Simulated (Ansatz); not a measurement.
Question: Name a neutral molecule of Al, C and H with HOMO–LUMO gap (PBE/def2-TZVPP) between 4.05 and 4.35 eV and zero-point energy (PBE0-D4/def2-TZVP) between 80 and 96 kJ/mol (Ansatz, PBE0-D4/def2-TZVP geometry).

Answer: `C#[C][AlH2]` (4.20 eV, 83.0 kJ/mol). Other molecules can fit too; these were computed, each in one conformer that needn't be the lowest.
